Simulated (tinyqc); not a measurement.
Inside a calculation. Method: Hueckel theory of the pi electrons, for the molecule c1conn1 (SMILES; centres numbered as the heavy atoms are written). One step of it, computed by the program tinyqc.

Task: Orbitals. Diagonalise; E = alpha + x beta with beta < 0, so the largest x are filled first; degenerate levels share their electrons. P = sum n_i c_ri c_si; each orbital has its largest coefficient positive (the first on a tie).

Hueckel matrix in units of beta (H = alpha + beta A), lower triangle:
```
          1C        2C        3O        4N        5N
1C  0.000000
2C  1.000000  0.000000
3O  0.000000  0.810000  2.240000
4N  0.000000  0.000000  0.810000  0.450000
5N  0.910000  0.000000  0.000000  0.910000  0.450000
```

pi electrons, sum of z_r less the charge = 6

Give: x values; occupations; coefficients; charge and bond-order matrix P.

Result:

x values: 2.8669  1.4792  0.8092  -0.6428  -1.3726

occupations: 2.0000  2.0000  2.0000  0.0000  0.0000

coefficients:
```
       MO1      MO2      MO3      MO4      MO5
1C  0.1663   0.5007   0.4967  -0.0537   0.6871
2C  0.2972   0.1092   0.6029   0.4839  -0.5496
3O  0.8466  -0.4187  -0.0108  -0.3177   0.0831
4N  0.3581   0.2840  -0.5839   0.6467   0.1790
5N  0.1974   0.6938  -0.2209  -0.4938  -0.4324
```

charge and bond-order matrix P, lower triangle:
```
         1C       2C       3O      4N      5N
1C   1.0501
2C   0.8072   0.9276
3O  -0.1483   0.3988   1.7844
4N  -0.1764  -0.4291   0.3811  1.0995
5N   0.5411   0.0026  -0.2419  0.7934  1.1384
```
